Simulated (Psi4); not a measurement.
# C2H2ClF (1-chloro-2-fluoroethene) at revPBE/aug-cc-pVDZ

What is the vertical electron affinity of C2H2ClF (1-chloro-2-fluoroethene) at revPBE/aug-cc-pVDZ? 

The results are computed with Psi4 1.11.

10 further runs of the same task are left out: 6 that didn't finish, 4 set aside as unsound or not needed.

### 1 The system as given

C2H2ClF: 6 atoms, total charge 0, spin state singlet. As SMILES, `F/C=C/Cl`. The coordinates come from a GFN2-xTB relaxation.

Bond lengths: F1–C2 1.338 Å, C2–C3 1.322 Å, C3–Cl4 1.709 Å, C2–H5 1.079 Å, C3–H6 1.079 Å. Angles: F1–C2–C3 120.6°, C2–C3–Cl4 121.6°, F1–C2–H5 112.9°, C3–C2–H5 126.5°, C2–C3–H6 122.8°, Cl4–C3–H6 115.6°.

### 2 Energy and gradient at revPBE/aug-cc-pVDZ

Contents of input.in:

```
memory 1600 mb

molecule mol {
  0 1
  F
  C 1 1.338439
  C 2 1.321799 1 120.55612
  Cl 3 1.709207 2 121.59674 1 179.98186
  H 2 1.079338 3 126.54387 4 0.01245
  H 3 1.078686 2 122.84187 5 -179.98865
  symmetry c1
  no_reorient
  no_com
}

set basis aug-cc-pVDZ
set puream true
set e_convergence 1e-09
set d_convergence 1e-08
set scf_type pk
set dft_radial_points 99
set dft_spherical_points 590

gradient('revpbe')
print_variables()
```

Run with:

```sh
$ psi4 input.in input.out -n 1
```

input.out:

```text
[...]
  Running in c1 symmetry.
[...]
  Nuclear repulsion =  140.911166190994351
[...]
  Multiplicity = 1
[...]
  Nalpha       = 20
  Nbeta        = 20
[...]
    Number of basis functions: 114
[...]
   @RKS iter   1:  -636.97301844749347    8.10076e-02   6.87566e-03 DIIS/ADIIS
[...]
   @RKS iter  12:  -637.31246432048715   -5.45697e-12   7.60758e-09 DIIS
[...]
    Orbital Energies [Eh]
    ---------------------
    Doubly Occupied:
       1A   -100.715432     2A    -24.326961     3A    -10.002064
       4A     -9.970425     5A     -9.202250     6A     -7.021515
       7A     -7.009786     8A     -7.009319     9A     -1.151669
      10A     -0.820992    11A     -0.692599    12A     -0.561502
      13A     -0.496023    14A     -0.460597    15A     -0.421605
      16A     -0.398713    17A     -0.342755    18A     -0.334151
      19A     -0.286046    20A     -0.226705
[...]
  @RKS Final Energy:  -637.31246432048715
   => Energetics <=
    Nuclear Repulsion Energy =            140.9111661909943507
    One-Electron Energy =               -1157.6922270628861042
    Two-Electron Energy =                 429.5992644415747463
    DFT Exchange-Correlation Energy =     -50.1306678901700877
    Empirical Dispersion Energy =           0.0000000000000000
    VV10 Nonlocal Energy =                  0.0000000000000000
    Total Energy =                       -637.3124643204871518
[...]
 Multipole Moments:
 ------------------------------------------------------------------------------------
     Multipole            Electronic (a.u.)      Nuclear  (a.u.)        Total (a.u.)
 ------------------------------------------------------------------------------------
 L = 1.  Multiply by 2.5417464519 to convert [e a0] to [Debye]
 Dipole X            :          0.0002806           -0.0002765            0.0000041
 Dipole Y            :          0.0078649            0.0424881            0.0503529
 Dipole Z            :          0.3474689           -0.3594944           -0.0120254
 Magnitude           :                                                    0.0517690
[...]
  -Total Gradient:
     Atom            X                  Y                   Z
    ------   -----------------  -----------------  -----------------
       1        0.000015895677     0.000179406389     0.024142202222
       2       -0.000031392211    -0.012564113485    -0.001450879733
       3        0.000009826052     0.011322768364    -0.001982072419
       4       -0.000000672171     0.001033846429    -0.019970695975
       5        0.000004980982    -0.011446755196    -0.006439588336
       6        0.000001369594     0.011483056050     0.005708088654
[...]
```

Wall time 30 s (1 thread of Intel Xeon 6975P-C (Granite Rapids), shared host); peak memory 0.73 GiB.

### 3 The doublet anion

Contents of c2h2clf.xyz:

```xyz
6
C2H2ClF
F      1.746810    -0.161080     0.474120
C      0.616750    -0.186650    -0.242630
C     -0.530040     0.188270     0.297240
Cl    -1.988630     0.166630    -0.593510
H      0.768360    -0.532950    -1.253600
H     -0.613250     0.525780     1.318380
```

Contents of job.py:

```python
import psi4

psi4.set_memory('1600 MB')
psi4.set_num_threads(1)
psi4.set_output_file('run.log', False)

with open('c2h2clf.xyz') as f:
    atoms = ''.join(f.readlines()[2:])
m = psi4.geometry('-1 2\n' + atoms + 'symmetry c1\nno_reorient\nno_com')

options = {'basis': 'aug-cc-pVDZ', 'reference': 'uks', 'puream': True, 'e_convergence': 1e-09, 'd_convergence': 1e-08, 'scf_type': 'pk', 'dft_radial_points': 99, 'dft_spherical_points': 590, 'maxiter': 200}
psi4.set_options(options)

e_tot, wfn = psi4.gradient("revpbe", return_wfn=True)
psi4.oeprop(wfn, "LOWDIN_CHARGES", "QUADRUPOLE", "DIPOLE")
print('gradient / Eh bohr^-1')
print(e_tot.np.round(6))
print(f'energy = {wfn.energy():.10f} Eh')
```

Run with:

```sh
$ python job.py
```

run.log, shortened:

```text
[...]
  Running in c1 symmetry.
[...]
  Nuclear repulsion =  140.911163269358354
[...]
  Multiplicity = 2
[...]
  Nalpha       = 21
  Nbeta        = 20
[...]
    Number of basis functions: 114
[...]
   @UKS iter   1:  -636.57842219045597    4.75604e-01   9.42607e-03 ADIIS/DIIS
[...]
   @UKS iter  19:  -637.28955177555588   -2.27374e-12   6.51029e-09 DIIS
[...]
   @S^2 Observed:                7.500511823E-01
[...]
  @UKS Final Energy:  -637.28955177555588
   => Energetics <=
    Nuclear Repulsion Energy =            140.9111632693583545
    One-Electron Energy =               -1162.7372164305065780
    Two-Electron Energy =                 434.7470019533031973
    DFT Exchange-Correlation Energy =     -50.2105005677108522
    Empirical Dispersion Energy =           0.0000000000000000
    VV10 Nonlocal Energy =                  0.0000000000000000
    Total Energy =                       -637.2895517755558785
[...]
  -Total Gradient:
     Atom            X                  Y                   Z
    ------   -----------------  -----------------  -----------------
       1       -0.020301001290    -0.000412056140    -0.012775972983
       2       -0.004985129436     0.004882649499     0.012731801610
       3        0.002442216875    -0.004248467698    -0.012091634968
       4        0.020748494977     0.000100496325     0.012000561800
       5       -0.000772226420     0.003972735579     0.012106635127
       6        0.002866609835    -0.004298663091    -0.011982448609
[...]
 Multipole Moments:
 ------------------------------------------------------------------------------------
     Multipole            Electronic (a.u.)      Nuclear  (a.u.)        Total (a.u.)
 ------------------------------------------------------------------------------------
 L = 1.  Multiply by 2.5417464519 to convert [e a0] to [Debye]
 Dipole X            :         32.2874018          -32.9002263           -0.6128245
 Dipole Y            :         -2.6095615            2.6182911            0.0087297
 Dipole Z            :          9.9425251          -10.2614963           -0.3189712
 Magnitude           :                                                    0.6909216
 L = 2.  Multiply by 1.3450342976 to convert [e a0^2] to [Debye ang]
 Quadrupole XX       :       -398.4231075          355.7692432          -42.6538643
 Quadrupole XY       :         37.4529425          -36.3783361            1.0746063
[...]
```

On the terminal:

```text
gradient / Eh bohr^-1
[[-0.020301 -0.000412 -0.012776]
 [-0.004985  0.004883  0.012732]
 [ 0.002442 -0.004248 -0.012092]
 [ 0.020748  0.0001    0.012001]
 [-0.000772  0.003973  0.012107]
 [ 0.002867 -0.004299 -0.011982]]
energy = -637.2895517756 Eh
```

Run time: 49 s. Hardware: 1 thread of Intel Xeon 6975P-C (Granite Rapids), shared host; peak memory 0.74 GiB.

### 4 Results

Level: revPBE/aug-cc-pVDZ.

```
                                         quantity          value
                    singlet C2H2ClF: total energy  -637.31246 Eh
                   singlet C2H2ClF: dipole moment         0.13 D
                     singlet C2H2ClF: HOMO energy       -6.17 eV
                     singlet C2H2ClF: LUMO energy       -1.21 eV
                   singlet C2H2ClF: HOMO–LUMO gap        4.96 eV
        singlet C2H2ClF: largest force on an atom     1.241 eV/Å
                      doublet anion: total energy  -637.28955 Eh
doublet anion: HOMO energy (highest over α and β)        1.75 eV
 doublet anion: LUMO energy (lowest over α and β)        1.86 eV
                              doublet anion: ⟨S²⟩          0.750
          doublet anion: largest force on an atom     1.234 eV/Å
vertical electron affinity (to the doublet anion)      -0.623 eV
```

What this shows: The anion lies 0.62 eV (60.2 kJ/mol) above the neutral: the electron isn't bound at this level, and such a value depends on the basis. The largest force (singlet C2H2ClF) is 1.24 eV/Å: the shape isn't a stationary point for this species at this level. The HOMO (doublet anion) lies at positive energy, 1.75 eV, as semi-local functionals often give for anions; only total energies tell whether the electron is bound.
